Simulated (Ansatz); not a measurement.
Geometry optimisation, Ansatz, RKS BHLYP-D4/def2-SVP.

input.yaml

```yaml
crystal:
  periodic: [false, false, false]
  atoms:
    - { symbol: B, position_ang: [0.0, 0.0, 0.0] }
    - { symbol: H, position_ang: [0.7099, 0.0, 1.1951] }
    - { symbol: O, position_ang: [1.6038, 0.0, 0.1408] }
    - { symbol: H, position_ang: [1.9037, -0.9519, -0.0141] }
    - { symbol: "N", position_ang: [-1.3423, 0.0, -0.775] }
    - { symbol: H, position_ang: [-2.0112, -0.8164, -0.6764] }
    - { symbol: H, position_ang: [-1.5914, 0.8164, -1.4036] }
basis:
  gaussian: { orbitals: def2-SVP }
hamiltonian:
  xc: { name: BHLYP }
  dispersion: d4
relax:
  f_tol: 0.15
  max_steps: 25
  restrain:
    - { distance: [1, 2], at: 2.21, k: 30.0 }
    - { distance: [0, 1], at: 1.19, k: 30.0 }
    - { distance: [0, 2], at: 1.41, k: 30.0 }
```

Command:

```bash
$ ansatz run input.yaml --threads 1 --pin off --max-ram 2048MiB --backend cpu --events-out ev --progress --plain --runs-dir out
```

Question: Where does it end, and by what steps?

Answer: It converged. The restraints hold the end off the free minimum. After 8 steps the energy has fallen by 6.712 eV (the restraints' own energy left out); H2 moved furthest, 0.90 Å.

```csv
step,energy less start (eV),largest force component (eV/Å),accepted
0,0.0000,5.193,yes
1,-2.0837,3.979,yes
2,-3.6360,3.579,yes
3,-4.9987,2.291,yes
4,-5.9130,1.405,yes
5,-6.2693,1.134,yes
6,-6.5890,0.739,yes
7,-6.7063,0.753,yes
8,-6.7119,0.820,yes
```

```xyz
7
Properties=species:S:1:pos:R:3
B 0.078 -0.243 0.100
H 0.045 -0.609 1.234
O 1.297 -0.074 -0.520
H 2.023 -0.285 0.055
N -1.088 0.017 -0.613
H -2.004 -0.083 -0.219
H -1.078 0.325 -1.571
```

Time of the run: 16 s on 1 thread of Arm Neoverse V1, on a shared host, peak memory 0.13 GiB.
